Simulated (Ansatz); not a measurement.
**SiNH₂ (quartet): wave-function methods side by side at distance Si1–N2 = 1.849 Å, cc-pVDZ**

Aim: climb from Hartree-Fock through coupled cluster and multireference methods for SiNH₂ (quartet) at one geometry and basis, and see what each rung misses.

Computed with Ansatz 0.2.0, Gaussian basis. Level: cc-pVDZ, core rule «outside noble gas», up to 6 orbitals frozen.

To be run: UHF; CCSD(T) on ROHF; CCSD(T) on UHF; BCCD(T) on ROHF; CISD; CCSDT(Q) on ROHF; CCSDT(Q) on UHF; CASSCF and MRCISD+Q, 5 electrons in 5 orbitals; CASSCF and NEVPT2, 5 electrons in 5 orbitals; CASSCF and MRCISD+Q, 11 electrons in 10 orbitals; CASSCF and NEVPT2, 11 electrons in 10 orbitals.

19 further runs of the same task are left out: 1 for a mislabelled method, 10 that didn't finish, 8 set aside as unsound or not needed.

**1. The geometry**

The geometry derives from a PBE0/def2-TZVP stationary point (not a proven minimum). One bond is set to the value named and the two fragments are kept rigid.

4 atoms, charge 0, spin multiplicity 4.

Atoms are counted from 1 here; the program's logs count them from 0.

Bond lengths: Si1–N2 1.849 Å, Si1–H3 1.470 Å, Si1–H4 1.470 Å. Angles: N2–Si1–H3 117.7°, N2–Si1–H4 117.7°, H3–Si1–H4 124.6°.

**2. UHF**

Contents of in.yaml:

```yaml
crystal:
  periodic: [false, false, false]
  atoms:
    - {symbol: Si, position_ang: [0.000000, 0.000000, 0.555774]}
    - {symbol: N, position_ang: [0.000000, 0.000000, -1.292740]}
    - {symbol: H, position_ang: [0.000000, 1.301958, 1.239079]}
    - {symbol: H, position_ang: [0.000000, -1.301958, 1.239079]}
basis:
  gaussian: {orbitals: cc-pVDZ}
magnetization: {spin_polarized: true, initial_magnetization: 3}
hamiltonian: {xc: hf}
output: {orbitals: {seedname: orbitals}}
```

Launch:

```console
$ ansatz run in.yaml --threads 1 --pin off --events-out ev --progress --plain --max-ram 2393MiB
```

The runs that follow: CCSD(T) on ROHF; CCSD(T) on UHF; BCCD(T) on ROHF; CISD; CCSDT(Q) on ROHF; CCSDT(Q) on UHF; CASSCF and MRCISD+Q, 5 electrons in 5 orbitals; CASSCF and NEVPT2, 5 electrons in 5 orbitals; CASSCF and MRCISD+Q, 11 electrons in 10 orbitals; CASSCF and NEVPT2, 11 electrons in 10 orbitals.

Q: Predict the results of all the runs planned. Wanted: UCCSDT(Q) below the RHF energy; RMP2 from UCCSDT(Q); UMP2 from UCCSDT(Q); RCCSD from UCCSDT(Q); RCCSD(T) from UCCSDT(Q); UCCSD(T) from UCCSDT(Q); RCCSDT(Q) from UCCSDT(Q); NEVPT2 pair from UCCSDT(Q); MRCISD+Q pair from UCCSDT(Q).

**Answer**, as computed:

```
                         quantity                                                                 value
   UCCSDT(Q) below the RHF energy                                                            -6.3787 eV
              RMP2 from UCCSDT(Q)                                                         +117.7 kJ/mol
              UMP2 from UCCSDT(Q)                                                         +119.0 kJ/mol
             RCCSD from UCCSDT(Q)                                                          +17.7 kJ/mol
          RCCSD(T) from UCCSDT(Q)                                                           +4.2 kJ/mol
          UCCSD(T) from UCCSDT(Q)                                                           +4.2 kJ/mol
         RCCSDT(Q) from UCCSDT(Q)                                                           +0.2 kJ/mol
       NEVPT2 pair from UCCSDT(Q)                                                         +112.1 kJ/mol
     MRCISD+Q pair from UCCSDT(Q)                                                           +2.8 kJ/mol
    NEVPT2 valence from UCCSDT(Q)                                                         +102.0 kJ/mol
levels within 1 kcal/mol (43 meV)  UCCSD(T), RCCSDT, UCCSDT, RCCSDT(Q), MRCISD+Q pair, MRCISD+Q valence
                    T1 diagnostic                                                                 0.021
   effectively unpaired electrons                                                                  3.02
```

RCCSD(T) misses by +4.2 kJ/mol, 0.7 % of the correlation energy. One determinant dominates. Of the multireference levels listed MRCISD+Q valence comes nearest in total energy (+2.2 kJ/mol), which doesn't show that its space is the better one. These misses are within one basis, not against nature; the frozen cores of restricted and unrestricted runs differ, which can shift their rows.
